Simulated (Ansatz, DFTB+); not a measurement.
Process, species as SMILES: CC (C2H6) [ethane] + [H][H] (H2) -> 2 C (CH4)

Wanted: energy of full hydrogenation (enthalpy at 298 K), in kcal/mol. Set-up: 6-311+G** with 5d; no spin-orbit coupling; frozen cores in correlated levels; dispersion terms only where a functional's name holds one; six Cartesian d functions in 6-31G* and its kin unless marked 5d; SCC-DFTB with the Slater-Koster set that CP2K ships; non-relativistic. CBS marks a two-point X^-3 extrapolation of the correlation energy; Hartree-Fock from the larger set. The bracket is a focal-point correction in the basis named. Ab initio and DFT and DFTB rows: single points at B3LYP-D3(BJ) geometries (Ansatz, an electronic-structure program), with unscaled harmonic terms from B3LYP/6-31G* (Ansatz) at its own minima.

Measured values: Active Thermochemical Tables 1.112 (ions: stationary electron), as tabulated in the package chemicals; they hold spin-orbit and core effects, anharmonicity. 

Value to compare with, the measured value: -15.6 kcal/mol.

```
level                                                                 program  energy of full hydrogenation (enthalpy at 298 K) (kcal/mol)  error
-------------------------------------------------------------  --------------  -----------------------------------------------------------  -----
SCC-DFTB                                                                DFTB+                                                        -43.9  -28.3
PBE/def2-SVP                                                           Ansatz                                                        -14.5    1.1
B3LYP/6-31G                                                            Ansatz                                                        -17.7   -2.1
B3LYP/6-31G*                                                           Ansatz                                                        -16.3   -0.7
B3LYP/def2-SVP                                                         Ansatz                                                        -15.9   -0.3
B3LYP/cc-pVDZ                                                          Ansatz                                                        -15.6    0.0
MP2/6-311+G**                                                          Ansatz                                                        -14.0    1.6
r2SCAN-D4/def2-TZVPD                                           Ansatz + dftd4                                                        -15.3    0.3
RI-MP2/CBS(def2-TZVPPD,def2-QZVPPD)+[CCSD(T)-MP2]/def2-TZVPPD          Ansatz                                                        -15.2    0.4
```

Among the 7 habitual levels, SCC-DFTB lies farthest from the measured value (-28.3 kcal/mol); 2 of 7 lie above it, and their mean absolute error is 4.9 kcal/mol, the median 1.1. One case shows no general order.

The levels are drawn from those run, B3LYP/6-31G* more often than the rest, none by its result; left out are runs that failed, that the program found above a lower state of the same kind, or whose <S^2> lies over 0.5 above the pure value.
